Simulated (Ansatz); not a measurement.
We consider PdS (P4₂/m, No. 84), described by rVV10 (Ansatz, a first-principles code, PAW).

Run with plane-wave cutoff 520 eV, 10×10×8 k mesh (along the axes of the cell as run), Fermi–Dirac smearing 0.05 eV, scalar-relativistic PAW data made under PBE.

Properties against volume:

Shape and atoms are relaxed at each volume.

```csv
V (Å³/atom),P (GPa),c (Å),a (Å)
17.407,4.95,6.648,6.472
17.769,2.32,6.689,6.519
18.132,0.00,6.728,6.566
18.495,-2.06,6.767,6.613
18.857,-3.88,6.807,6.658
```

Note: the run has no spin polarisation, so it can have missed a magnetic state; the volume lies 6 % above that of the published cell; the bulk modulus comes from volumes at which shape and atoms were relaxed.
